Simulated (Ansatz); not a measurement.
Saddle point of BSiNH8, closed shell (BSiH₅ ([BH2][SiH3]) + NH₃ → BNH₄ ([BH2][NH2]) + SiH₄; bonds formed: Si2–H5; dative contacts that become bonds: B1–N6; bonds broken: B1–Si2, H5–N6), PBE0-D4/def2-TZVP structure:

```
11
angstrom
B -0.7059 -0.3957 -0.2639
Si 1.3824 -0.4563 0.4124
H -1.1721 -1.0691 0.6147
H -0.5335 -0.9034 -1.3388
H 0.0088 0.7280 0.0664
N -1.2474 1.0773 -0.3154
H 2.4233 0.1490 -0.4675
H 1.6807 -0.0447 1.8145
H 1.4825 -1.9347 0.3195
H -1.3971 1.4932 -1.2183
H -1.9216 1.3565 0.3763
```

Energies are electronic, without zero-point energy. Barriers and step energies count from the start structure reached by relaxing down the imaginary mode; all methods use the PBE0-D4 structures, on which another method's saddle can fall below an end. Program: Ansatz 0.2.0. Basis: def2-TZVPP, with def2-QZVPP for the basis limit. Cores are frozen in the correlated methods. B3LYP uses VWN-RPA correlation. Extrapolation: Hartree–Fock as exp(−7.88 √X), correlation as X^−2.97.

| method | barrier (kcal/mol) | step energy (kcal/mol) |
| --- | --- | --- |
| SPW92 | 33.00 | 4.51 |
| PBE-D4 | 35.50 | -1.93 |
| BLYP-D4 | 37.64 | -9.20 |
| r2SCAN-D4 | 37.88 | -4.18 |
| B97M-V | 40.95 | -4.76 |
| PBE0-D4 | 39.17 | -1.92 |
| B3LYP-D4 | ? | -8.64 |
| r2SCAN0-D4 | 40.44 | -3.86 |
| BHLYP-D4 | 44.71 | -9.36 |
| CAM-B3LYP-D4 | 41.67 | -8.44 |
| wB97X-V | 41.91 | -5.98 |
| wB97M-V | 41.36 | -6.80 |
| B2PLYP | 41.40 | -9.25 |
| PBE-QIDH | 41.87 | -3.39 |
| RPA on PBE | 42.68 | -8.35 |
| HF | ? | -17.95 |
| MP2 | ? | -6.38 |
| CCSD | 44.81 | -7.84 |
| CCSD(T) | 43.15 | -6.63 |

Q: Fill in the withheld barriers. (To be estimated.)

A: The calculation gives: B3LYP-D4 40.37; MP2 41.65; HF 52.06 kcal/mol. Each is the energy of the saddle less that of the start structure, by the same method.

For comparison, the barrier by CCSD(T) at an estimated basis limit (MP2 extrapolated from triple and quadruple zeta, plus CCSD(T) − MP2 in triple zeta) is 42.10 kcal/mol.

The T1 diagnostic stays at or below 0.013. The end structure is not quite a true minimum (one mode of 50i cm⁻¹).

Labels in which every atom is bracketed show which atoms are joined, not bond orders.

For scale, one of the runs: CCSD(T)/def2-TZVPP, 216 basis functions, launched by `ansatz run in.yaml --threads 2 --pin off --events-out ev --progress --plain --max-ram 4352MiB`. Time: 77 s of wall clock on 2 CPU threads of an Intel Xeon Platinum 8259CL; the host was shared. Peak host memory: 3.1 GiB.
